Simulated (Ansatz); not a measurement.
**BHCl radical (SMILES [BH]Cl): a rigid scan of the angle H3–B1–Cl2**

Aim: the energy along the angle H3–B1–Cl2, from CCSD(T) and from cheaper methods, relative to the minimum. No other atom is relaxed.

Computed with Ansatz 0.2.0, Gaussian basis. Level: single points in def2-TZVPP.

Levels: PBE-D4, r2SCAN-D4, PBE0-D4, B3LYP-D4, wB97M-V, Hartree-Fock, MP2, CCSD, CCSD(T). The scan takes 105.5, 110.0, 114.5, 119.0, 123.5, 128.0, 132.5, 137.0, 141.5°.

Correlated methods freeze the cores. Orbitals are unrestricted. B3LYP uses VWN-RPA correlation.

19 further runs of the same task are left out: 19 set aside as unsound or not needed.

**1. Starting geometry**

The minimum, relaxed at PBE0-D4: SMILES `[BH]Cl`, 3 atoms, charge 0, spin multiplicity 2.

Atoms are counted from 1 here; the program's logs count them from 0.

Bond lengths: B1–Cl2 1.710 Å, B1–H3 1.193 Å. Angles: Cl2–B1–H3 123.5°.

Coordinates:

```csv
atom,x (Å),y (Å),z (Å)
B1,0.0568,-0.4995,-0.0302
Cl2,0.9279,0.8297,0.6001
H3,-0.9956,-0.3950,-0.5832
```

Energies of the minimum (eV), from earlier single points: PBE-D4 -13207.95937, r2SCAN-D4 -13213.01689, PBE0-D4 -13209.15386, B3LYP-D4 -13214.88937, wB97M-V -13213.12928, CCSD(T) -13199.01389.

At the minimum the angle H3–B1–Cl2 is 123.5°.

**2. H3–B1–Cl2 = 105.5°**

ccsdt-tzvpp/in.yaml

```yaml
crystal:
  periodic: [false, false, false]
  atoms:
    - {symbol: B, position_ang: [0.056797, -0.499495, -0.030233]}
    - {symbol: Cl, position_ang: [0.927913, 0.829721, 0.600103]}
    - {symbol: H, position_ang: [-0.934013, -0.034691, -0.506117]}
basis:
  gaussian: {orbitals: def2-TZVPP}
magnetization: {spin_polarized: true, initial_magnetization: 1}
correlation: {method: ccsd_t}
scf: {omitted_lower_state_checks: [cluster_reference]}
```

The command line of these runs was not kept.

The runs that follow: H3–B1–Cl2 = 110.0°; H3–B1–Cl2 = 114.5°; H3–B1–Cl2 = 119.0°; H3–B1–Cl2 = 123.5°; H3–B1–Cl2 = 128.0°; H3–B1–Cl2 = 132.5°; H3–B1–Cl2 = 137.0°; H3–B1–Cl2 = 141.5°.

**Question.** What will these runs give? Wanted: highest point, CCSD(T); lowest point, CCSD(T); minimum along the scan, CCSD(T); RMS deviation from CCSD(T); largest T1 diagnostic.

**Answer**, as computed:

| quantity | value |
| --- | --- |
| highest point, CCSD(T) | 0.197 eV at 105.5° |
| lowest point, CCSD(T) | 0.000 eV at 123.5° |
| minimum along the scan, CCSD(T) | 123.5° |
| curvature there | 1.08 meV/deg² |
| RMS deviation from CCSD(T) | PBE-D4 0.010, r2SCAN-D4 0.004, PBE0-D4 0.005, B3LYP-D4 0.005, wB97M-V 0.006, Hartree-Fock 0.013, MP2 0.003, CCSD 0.003 eV |
| largest T1 diagnostic | 0.017 |

What this shows: A polynomial through the near points puts the CCSD(T) minimum at the PBE0-D4 value. Curvature against CCSD(T): PBE-D4 -10 %, Hartree-Fock +13 %. CCSD follows the CCSD(T) curve best and Hartree-Fock worst.
